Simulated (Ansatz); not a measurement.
Relaxed structures of C$_{2}$H$_{4}$N (charge -1), closed shell (PBE0-D4/def2-TZVPD; forces vanish, vibrations not checked; lower isomers may exist, and structures with a doubtful reference or unclear bonds are left out; Å). Program: Ansatz 0.2.0. Basis: def2-TZVPPD. Cores are frozen in the correlated methods.

(1) Rank them by CCSD(T) energy, lowest first, and give each one's height above the lowest. Links in brackets join atoms within 1.22 times the sum of their covalent radii (1.1 for two metals). (Judge from chemistry; the value comes from the calculation.)
A.
C₂H₄N ([CH2][N][CH2]), total charge -1
```
7
angstrom
C -1.3181 -0.2950 -0.8468
N -0.4339 -0.4708 0.1099
C 0.8129 -0.0543 0.1117
H -2.3236 -0.6913 -0.7257
H 1.4464 -0.2655 0.9701
H -1.0841 0.2433 -1.7792
H 1.2521 0.5070 -0.7284
```
B.
C₂H₄N ([CH3][C][NH]), total charge -1
```
7
angstrom
C -0.6497 -0.3649 0.3170
N -1.2335 -0.2150 -0.8252
C 0.7649 0.2040 0.3007
H -2.1746 -0.6097 -0.7659
H 1.4836 -0.5847 0.5604
H 0.8643 0.9704 1.0809
H 1.0424 0.6430 -0.6808
```
C.
C₂H₄N ([CH][N][CH3]), total charge -1
```
7
angstrom
C -1.2261 -0.2064 -0.8424
N -0.6046 -0.3335 0.2772
C 0.7452 0.1959 0.3014
H -2.2493 -0.6594 -0.7065
H 1.4632 -0.5980 0.5595
H 0.8406 0.9657 1.0830
H 1.0311 0.6357 -0.6724
```

No T1 diagnostic of these runs exceeds 0.020.

## Answers

(1) By the calculation: B (0.00 kcal/mol), A (3.01 kcal/mol), C (9.30 kcal/mol). Heights count from the lowest.

For scale, one of the runs: CCSD(T)/def2-TZVPPD, 179 basis functions, launched by `ansatz run in.yaml --threads 2 --pin off --events-out ev --progress --plain --max-ram 4352MiB`. Hardware: 2 CPU threads of an Arm Neoverse V1, shared host. Wall time 37 s; peak host memory 1.8 GiB.
